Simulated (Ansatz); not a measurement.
Harmonic vibrations of C3H4O2S, SMILES `O=S1(=O)C=CC1` by finite differences.

```yaml
crystal:
  periodic: [false, false, false]
  atoms:
    - {symbol: O, position_ang: [-0.893327, -1.414923, 1.482313]}
    - {symbol: S, position_ang: [0.137242, -0.967698, 0.592816]}
    - {symbol: O, position_ang: [1.397226, -1.649722, 0.568668]}
    - {symbol: C, position_ang: [-0.460537, -0.539454, -1.015952]}
    - {symbol: C, position_ang: [-0.251117, 0.761391, -0.825330]}
    - {symbol: C, position_ang: [0.313874, 0.844722, 0.569841]}
    - {symbol: H, position_ang: [-0.845972, -1.137932, -1.828435]}
    - {symbol: H, position_ang: [-0.434913, 1.588943, -1.498970]}
    - {symbol: H, position_ang: [-0.314082, 1.342706, 1.309697]}
    - {symbol: H, position_ang: [1.351616, 1.171967, 0.645350]}
basis:
  gaussian: {orbitals: def2-TZVP}
hamiltonian: {xc: pbe0, dispersion: d4}
phonons: {temperatures: {t_min: 298.15, t_max: 900, t_step: 200}}
```

```sh
$ ansatz run in.yaml --threads 4 --pin off --events-out ev --progress --plain --max-ram 10444MiB
```

Shortened log:

```
Functional definition: PBE0
mean field -18095.09401096 eV, -664.9824396075 hartree, gradient 2.2e-5 eV, S^2 0.000000; 0 other end points of the search recorded, 0 dependent functions left out
mean field -18095.09388017 eV, -664.9824348010 hartree, gradient 1.6e-6 eV, S^2 0.000000; 0 other end points of the search recorded, 0 dependent functions left out
mean field -18095.09391079 eV, -664.9824359263 hartree, gradient 1.9e-6 eV, S^2 0.000000; 0 other end points of the search recorded, 0 dependent functions left out
mean field -18095.09395435 eV, -664.9824375271 hartree, gradient 1.5e-6 eV, S^2 0.000000; 0 other end points of the search recorded, 0 dependent functions left out
mean field -18095.09399445 eV, -664.9824390007 hartree, gradient 1.8e-6 eV, S^2 0.000000; 0 other end points of the search recorded, 0 dependent functions left out
mean field -18095.09394447 eV, -664.9824371642 hartree, gradient 1.9e-6 eV, S^2 0.000000; 0 other end points of the search recorded, 0 dependent functions left out
mean field -18095.09389772 eV, -664.9824354462 hartree, gradient 1.7e-6 eV, S^2 0.000000; 0 other end points of the search recorded, 0 dependent functions left out
mean field -18095.09369452 eV, -664.9824279785 hartree, gradient 1.9e-6 eV, S^2 0.000000; 0 other end points of the search recorded, 0 dependent functions left out
mean field -18095.09370808 eV, -664.9824284768 hartree, gradient 1.9e-6 eV, S^2 0.000000; 0 other end points of the search recorded, 0 dependent functions left out
mean field -18095.09385672 eV, -664.9824339393 hartree, gradient 1.6e-6 eV, S^2 0.000000; 0 other end points of the search recorded, 0 dependent functions left out
mean field -18095.09379475 eV, -664.9824316618 hartree, gradient 1.5e-6 eV, S^2 0.000000; 0 other end points of the search recorded, 0 dependent functions left out
mean field -18095.09379656 eV, -664.9824317284 hartree, gradient 1.5e-6 eV, S^2 0.000000; 0 other end points of the search recorded, 0 dependent functions left out
mean field -18095.09384724 eV, -664.9824335911 hartree, gradient 1.9e-6 eV, S^2 0.000000; 0 other end points of the search recorded, 0 dependent functions left out
mean field -18095.09386984 eV, -664.9824344214 hartree, gradient 1.6e-6 eV, S^2 0.000000; 0 other end points of the search recorded, 0 dependent functions left out
mean field -18095.09382359 eV, -664.9824327220 hartree, gradient 1.7e-6 eV, S^2 0.000000; 0 other end points of the search recorded, 0 dependent functions left out
mean field -18095.09392616 eV, -664.9824364913 hartree, gradient 1.7e-6 eV, S^2 0.000000; 0 other end points of the search recorded, 0 dependent functions left out
mean field -18095.09397369 eV, -664.9824382378 hartree, gradient 1.9e-6 eV, S^2 0.000000; 0 other end points of the search recorded, 0 dependent functions left out
mean field -18095.09400251 eV, -664.9824392969 hartree, gradient 1.5e-6 eV, S^2 0.000000; 0 other end points of the search recorded, 0 dependent functions left out
mean field -18095.09398617 eV, -664.9824386966 hartree, gradient 1.5e-6 eV, S^2 0.000000; 0 other end points of the search recorded, 0 dependent functions left out
mean field -18095.09394422 eV, -664.9824371549 hartree, gradient 1.5e-6 eV, S^2 0.000000; 0 other end points of the search recorded, 0 dependent functions left out
mean field -18095.09395363 eV, -664.9824375006 hartree, gradient 1.5e-6 eV, S^2 0.000000; 0 other end points of the search recorded, 0 dependent functions left out
mean field -18095.09377842 eV, -664.9824310619 hartree, gradient 1.6e-6 eV, S^2 0.000000; 0 other end points of the search recorded, 0 dependent functions left out
mean field -18095.09377922 eV, -664.9824310912 hartree, gradient 1.5e-6 eV, S^2 0.000000; 0 other end points of the search recorded, 0 dependent functions left out
mean field -18095.09384539 eV, -664.9824335230 hartree, gradient 1.5e-6 eV, S^2 0.000000; 0 other end points of the search recorded, 0 dependent functions left out
mean field -18095.09386925 eV, -664.9824343996 hartree, gradient 1.5e-6 eV, S^2 0.000000; 0 other end points of the search recorded, 0 dependent functions left out
mean field -18095.09395419 eV, -664.9824375213 hartree, gradient 1.5e-6 eV, S^2 0.000000; 0 other end points of the search recorded, 0 dependent functions left out
mean field -18095.09394565 eV, -664.9824372076 hartree, gradient 1.5e-6 eV, S^2 0.000000; 0 other end points of the search recorded, 0 dependent functions left out
mean field -18095.09372898 eV, -664.9824292451 hartree, gradient 1.7e-6 eV, S^2 0.000000; 0 other end points of the search recorded, 0 dependent functions left out
mean field -18095.09376145 eV, -664.9824304384 hartree, gradient 1.5e-6 eV, S^2 0.000000; 0 other end points of the search recorded, 0 dependent functions left out
mean field -18095.09387662 eV, -664.9824346708 hartree, gradient 1.5e-6 eV, S^2 0.000000; 0 other end points of the search recorded, 0 dependent functions left out
mean field -18095.09384657 eV, -664.9824335664 hartree, gradient 1.5e-6 eV, S^2 0.000000; 0 other end points of the search recorded, 0 dependent functions left out
mean field -18095.09383520 eV, -664.9824331486 hartree, gradient 1.6e-6 eV, S^2 0.000000; 0 other end points of the search recorded, 0 dependent functions left out
mean field -18095.09383245 eV, -664.9824330473 hartree, gradient 1.5e-6 eV, S^2 0.000000; 0 other end points of the search recorded, 0 dependent functions left out
mean field -18095.09390722 eV, -664.9824357953 hartree, gradient 1.5e-6 eV, S^2 0.000000; 0 other end points of the search recorded, 0 dependent functions left out
mean field -18095.09387737 eV, -664.9824346982 hartree, gradient 1.5e-6 eV, S^2 0.000000; 0 other end points of the search recorded, 0 dependent functions left out
mean field -18095.09386612 eV, -664.9824342849 hartree, gradient 1.5e-6 eV, S^2 0.000000; 0 other end points of the search recorded, 0 dependent functions left out
mean field -18095.09386421 eV, -664.9824342144 hartree, gradient 1.5e-6 eV, S^2 0.000000; 0 other end points of the search recorded, 0 dependent functions left out
mean field -18095.09398714 eV, -664.9824387322 hartree, gradient 1.5e-6 eV, S^2 0.000000; 0 other end points of the search recorded, 0 dependent functions left out
mean field -18095.09399463 eV, -664.9824390073 hartree, gradient 1.5e-6 eV, S^2 0.000000; 0 other end points of the search recorded, 0 dependent functions left out
mean field -18095.09396488 eV, -664.9824379142 hartree, gradient 1.5e-6 eV, S^2 0.000000; 0 other end points of the search recorded, 0 dependent functions left out
mean field -18095.09397017 eV, -664.9824381086 hartree, gradient 1.5e-6 eV, S^2 0.000000; 0 other end points of the search recorded, 0 dependent functions left out
mean field -18095.09393366 eV, -664.9824367669 hartree, gradient 1.5e-6 eV, S^2 0.000000; 0 other end points of the search recorded, 0 dependent functions left out
mean field -18095.09395214 eV, -664.9824374459 hartree, gradient 1.5e-6 eV, S^2 0.000000; 0 other end points of the search recorded, 0 dependent functions left out
mean field -18095.09399828 eV, -664.9824391416 hartree, gradient 1.5e-6 eV, S^2 0.000000; 0 other end points of the search recorded, 0 dependent functions left out
mean field -18095.09400185 eV, -664.9824392728 hartree, gradient 1.5e-6 eV, S^2 0.000000; 0 other end points of the search recorded, 0 dependent functions left out
mean field -18095.09394608 eV, -664.9824372232 hartree, gradient 1.5e-6 eV, S^2 0.000000; 0 other end points of the search recorded, 0 dependent functions left out
mean field -18095.09393393 eV, -664.9824367766 hartree, gradient 1.5e-6 eV, S^2 0.000000; 0 other end points of the search recorded, 0 dependent functions left out
mean field -18095.09395490 eV, -664.9824375473 hartree, gradient 1.5e-6 eV, S^2 0.000000; 0 other end points of the search recorded, 0 dependent functions left out
mean field -18095.09396624 eV, -664.9824379640 hartree, gradient 1.5e-6 eV, S^2 0.000000; 0 other end points of the search recorded, 0 dependent functions left out
mean field -18095.09396393 eV, -664.9824378794 hartree, gradient 1.5e-6 eV, S^2 0.000000; 0 other end points of the search recorded, 0 dependent functions left out
mean field -18095.09396824 eV, -664.9824380377 hartree, gradient 1.6e-6 eV, S^2 0.000000; 0 other end points of the search recorded, 0 dependent functions left out
mean field -18095.09398579 eV, -664.9824386827 hartree, gradient 1.5e-6 eV, S^2 0.000000; 0 other end points of the search recorded, 0 dependent functions left out
mean field -18095.09397378 eV, -664.9824382413 hartree, gradient 1.5e-6 eV, S^2 0.000000; 0 other end points of the search recorded, 0 dependent functions left out
mean field -18095.09395930 eV, -664.9824377089 hartree, gradient 1.5e-6 eV, S^2 0.000000; 0 other end points of the search recorded, 0 dependent functions left out
mean field -18095.09395181 eV, -664.9824374339 hartree, gradient 1.5e-6 eV, S^2 0.000000; 0 other end points of the search recorded, 0 dependent functions left out
mean field -18095.09392008 eV, -664.9824362677 hartree, gradient 1.5e-6 eV, S^2 0.000000; 0 other end points of the search recorded, 0 dependent functions left out
mean field -18095.09390882 eV, -664.9824358538 hartree, gradient 1.5e-6 eV, S^2 0.000000; 0 other end points of the search recorded, 0 dependent functions left out
mean field -18095.09399576 eV, -664.9824390490 hartree, gradient 1.5e-6 eV, S^2 0.000000; 0 other end points of the search recorded, 0 dependent functions left out
mean field -18095.09398544 eV, -664.9824386698 hartree, gradient 1.5e-6 eV, S^2 0.000000; 0 other end points of the search recorded, 0 dependent functions left out
mean field -18095.09399725 eV, -664.9824391037 hartree, gradient 1.7e-6 eV, S^2 0.000000; 0 other end points of the search recorded, 0 dependent functions left out
mean field -18095.09399551 eV, -664.9824390396 hartree, gradient 1.5e-6 eV, S^2 0.000000; 0 other end points of the search recorded, 0 dependent functions left out
Total energy: -18095.31158800 eV, -664.9904354161 hartree
Atom 0 at    -0.893327    -1.414923     1.482313 Å, force     0.000146    -0.000291    -0.000058 eV/Å
Atom 1 at     0.137242    -0.967698     0.592816 Å, force     0.000327     0.000166     0.000242 eV/Å
Atom 2 at     1.397226    -1.649722     0.568668 Å, force    -0.000412    -0.000160     0.000109 eV/Å
Atom 3 at    -0.460537    -0.539454    -1.015952 Å, force     0.000390     0.000392     0.000871 eV/Å
Atom 4 at    -0.251117     0.761391    -0.825330 Å, force    -0.000070     0.000044    -0.000147 eV/Å
Atom 5 at     0.313874     0.844722     0.569841 Å, force    -0.000106    -0.000158    -0.000265 eV/Å
Atom 6 at    -0.845972    -1.137932    -1.828435 Å, force     0.000121     0.000188     0.000152 eV/Å
Atom 7 at    -0.434913     1.588943    -1.498970 Å, force    -0.000178     0.000453    -0.000382 eV/Å
Atom 8 at    -0.314082     1.342706     1.309697 Å, force    -0.000240    -0.000288    -0.000241 eV/Å
Atom 9 at     1.351616     1.171967     0.645350 Å, force     0.000022    -0.000346    -0.000282 eV/Å
Dipole moment:    -0.145111     0.816862    -0.573738 e Å
Vibrations: 214.73 274.87 427.13 441.01 441.52 642.81 727.54 758.54 859.15 922.37 950.57 981.84 1046.31 1090.05 1180.49 1232.46 1289.35 1405.06 1444.74 1632.50 3092.42 3160.32 3223.10 3266.33 cm⁻¹, zero-point energy 1.903480 eV
```

Hardware: 4 threads of an Arm Neoverse V2 on a shared host. Wall time 2.3 min, peak host memory 0.64 GiB.
